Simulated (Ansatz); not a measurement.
**What a trial cell of Sn₂Ru relaxes into**

Method: Ansatz, DFT r2SCAN, scalar-relativistic, plane waves, PAW. Cutoff 500 eV, Γ-centred k mesh, Gaussian smearing, no spin polarisation in the final step.

The start puts Sn₂Ru on the AlB2 structure type (P6/mmm, No. 191), with Ru in place of Al, Sn in place of B, at a guessed volume.

```xyz
3
Lattice="3.9197 0.0000 0.0000 -1.9599 3.3946 0.0000 0.0000 0.0000 4.2322" Properties=species:S:1:pos:R:3 pbc="T T T"
Sn    0.0000    2.2630    2.1161
Sn    1.9599    1.1315    2.1161
Ru    0.0000    0.0000    0.0000
```

Cell and atoms relax at zero pressure; the relaxation can't lower the symmetry of the start. After a coarse first stage the cell is made exact in the group found at 0.06 Å.

Formation energies are uncorrected and refer to the elements' standard structures at the same level.

(1) What does it relax into?

(2) What are its volume, energy, density and gap?

Results:

(1) It keeps P6/mmm (No. 191), but not the shape of the type it started on. Conventional cell: a = 4.877 Å, c = 2.943 Å. Sn has 5 Sn at 2.82–2.94 Å and 6 Ru at 3.18 Å; Ru has 2 Ru at 2.94 Å and 12 Sn at 3.18 Å.

Space group P6/mmm (No. 191). a = 4.877 Å, b = 4.877 Å, c = 2.943 Å, α = 90.00°, β = 90.00°, γ = 120.00°
```
atom site symmetry x y z
  Sn    2d      -6m2  0.3333  0.6667  0.5000
  Ru    1a     6/mmm  0.0000  0.0000  0.0000
```

(2) The volume per atom is 20.21 Å³ and the density is 9.27 g/cm³. The energy over the elements is 0.79 eV/atom and the gap on the 12×12×16 mesh is 0 eV (a metal).

The final run used a 12×12×16 mesh on its 3-atom cell and 0.10 eV smearing. The k mesh leaves about 4 meV/atom of noise in metals. Symmetry constrained the relaxation, so the result can be a saddle point.